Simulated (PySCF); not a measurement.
Compound: C₄H₇ClO.
SMILES: `CC(C)C(=O)Cl`

Torsions of this conformer, `[CH3:1][CH:2]([CH3:3])[C:4](=[O:5])[Cl:6]`: C1–C2–C4–O5 108°.

The closed-shell ground state was solved at several levels (PySCF, density fitting, gas phase, non-relativistic). One conformer (not necessarily the lowest) at the PBE0-D3(BJ)/def2-TZVP geometry, without solvent, vibrations or thermal averaging.

```json
{"level": "KT3/pcSseg-2", "basis functions": "321", "total energy (Eh)": "-698.8182", "HOMO (eV)": "-7.09", "LUMO (eV)": "-2.05", "gap (eV)": "5.04", "dipole (D)": "2.96"}
{"level": "PBE0/pcSseg-2", "basis functions": "321", "total energy (Eh)": "-691.7674", "HOMO (eV)": "-8.43", "LUMO (eV)": "-1.00", "gap (eV)": "7.43", "dipole (D)": "3.04"}
{"level": "wB97X-D/pcSseg-2", "basis functions": "321", "total energy (Eh)": "-692.1125", "HOMO (eV)": "-10.28", "LUMO (eV)": "0.86", "gap (eV)": "11.14", "dipole (D)": "3.06"}
```

Question: What might B97-2/pcSseg-2 (321 basis functions) give for the same quantities?

Answer: Total energy -692.1418 Eh, HOMO -8.16 eV, LUMO -1.07 eV, gap 7.09 eV, dipole 3.04 D.

Question: Over all these levels, which gives the widest orbital gap and which the narrowest?

Answer: wB97X-D/pcSseg-2 (range-separated hybrid) has the widest, 11.14 eV, and KT3/pcSseg-2 (GGA) the narrowest, 5.04 eV. From the narrowest to the widest the HOMO moves by -3.19 eV and the LUMO by +2.91 eV.

Question: In the pcSseg-2 basis, how does the gap go with the fixed share of exact exchange?

Answer: KT3 (0 %) 5.04 eV; B97-2 (21 %) 7.09 eV; PBE0 (25 %) 7.43 eV. Each rise in the share widens the gap here.

Question: How far do the dipole and the HOMO energy spread over the levels?

Answer: The dipole runs from 2.96 to 3.06 D (mean 3.02 D) and the HOMO from -10.28 to -7.09 eV.

wB97X-D is run here without its empirical dispersion term; that term would change no orbital, density or response property at a fixed geometry.
